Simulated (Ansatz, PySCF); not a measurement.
System: C$_{2}$H$_{3}$O, net charge -1, singlet state. It need not be the lowest isomer of its formula. Whether it binds its extra electron was not tested at this geometry. 
Geometry from a B3LYP-D3(BJ)/def2-TZVP (Ansatz, an electronic-structure program) optimisation:
```
C
H 1 1.0992
H 1 1.0992 2 106.55
H 1 1.1072 2 109.99 3 -119.19
C 1 1.6004 2 108.84 3 117.22
O 5 1.2364 1 111.95 2 122.12
```
Charge -1, spin multiplicity 1.

Total electronic energies in hartree. Cores are frozen in the correlated levels unless marked. Spin-orbit coupling is left out. Non-relativistic. CBS marks a two-point X^-3 extrapolation of the correlation energy; Hartree-Fock from the larger set. [CCSD(T)-MP2]/basis is that difference in the basis named.

The T1 diagnostic of CCSD in the largest basis is 0.029, which is high, so the coupled-cluster rows are less sure than usual.

```csv
level,program,energy (Eh)
HF/cc-pwCVTZ,Ansatz,-152.31144
HF-D3(BJ)/def2-TZVPD,PySCF + dftd3,-152.35141
PBE/def2-TZVPD,Ansatz,-153.07334
BP86-D3(BJ)/def2-TZVPD,PySCF + dftd3,-153.26427
BP86/def2-TZVPD,PySCF,-153.26048
B3LYP-D4/def2-TZVPD,Ansatz + dftd4,-153.26534
PBE0/def2-SVP,Ansatz,-152.86894
CAM-B3LYP-D3(BJ)/def2-TZVPD,Ansatz + dftd3,-153.18612
MP2/aug-cc-pVDZ,Ansatz,-152.78252
CCSD/6-31G*,Ansatz,-152.69169
CCSD/cc-pVDZ,Ansatz,-152.73994
CCSD/cc-pVTZ,Ansatz,-152.90202
CCSD(T)/aug-cc-pVDZ,Ansatz,-152.82776
CCSD(T)/cc-pwCVTZ,Ansatz,-152.93847
"RI-MP2/CBS(aug-cc-pVTZ,aug-cc-pVQZ)+[CCSD(T)-MP2]/aug-cc-pVTZ",Ansatz,-153.0283
```

Totals of different functionals don't rank their quality; only differences between species are comparable.
